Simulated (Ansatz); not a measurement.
Geometry optimisation, Ansatz, UKS PBE0/cc-pVDZ.

The input (input.yaml):

```yaml
crystal:
  periodic: [false, false, false]
  atoms:
    - { symbol: Al, position_ang: [-0.645609, 1.028457, 0.910384] }
    - { symbol: O, position_ang: [-0.567354, -0.131962, -0.486069] }
    - { symbol: C, position_ang: [-0.128046, -1.464588, -0.488596] }
    - { symbol: H, position_ang: [-1.433564, 2.361583, 0.578344] }
    - { symbol: H, position_ang: [0.011607, 0.595447, 2.295748] }
    - { symbol: H, position_ang: [1.172357, 1.314584, -0.736337] }
    - { symbol: H, position_ang: [1.611776, 1.842342, -0.567302] }
    - { symbol: H, position_ang: [0.399678, -1.68334, -1.434123] }
    - { symbol: H, position_ang: [0.562188, -1.700725, 0.348256] }
    - { symbol: H, position_ang: [-0.983033, -2.161799, -0.420305] }
magnetization:
  spin_polarized: true
basis:
  gaussian: { orbitals: cc-pVDZ }
hamiltonian:
  xc: pbe0
relax:
  f_tol: 0.03
  max_steps: 50
```

Command:

```bash
$ ansatz run input.yaml --threads 2 --pin off --max-ram 3072MiB --backend cpu --events-out ev --progress --plain --runs-dir out
```

Task: Where does it end, and by what steps?

Result: The run converged. The force dipped under the threshold on the way, but the program's further checks kept it going. After 11 steps the energy has fallen by 0.203 eV; H7 moved furthest, 0.46 Å.

| step | energy less start (eV) | largest force component (eV/Å) | accepted |
| --- | --- | --- | --- |
| 0 | 0.0000 | 1.896 | yes |
| 1 | -0.1353 | 0.832 | yes |
| 2 | -0.1556 | 0.484 | yes |
| 3 | -0.1023 | 1.200 | no |
| 4 | -0.1762 | 0.247 | yes |
| 5 | -0.1896 | 0.136 | yes |
| 6 | -0.2009 | 0.041 | yes |
| 7 | -0.2022 | 0.026 | yes |
| 8 | -0.2023 | 0.054 | yes |
| 9 | -0.2031 | 0.011 | yes |
| 10 | -0.1923 | 0.705 | no |
| 11 | -0.2033 | 0.022 | yes |

```xyz
10
Properties=species:S:1:pos:R:3
Al -0.541 0.995 0.744
O -0.756 -0.286 -0.401
C -0.233 -1.583 -0.458
H -1.377 2.308 0.446
H 0.349 0.735 2.041
H 1.266 1.674 -0.764
H 1.561 2.027 -0.151
H 0.358 -1.719 -1.382
H 0.424 -1.827 0.401
H -1.051 -2.324 -0.476
```

Whether the end is a true minimum wasn't checked by a vibrational analysis.

The run took 32 s on 2 threads of Arm Neoverse V1 (shared host), peak memory 0.2 GiB.
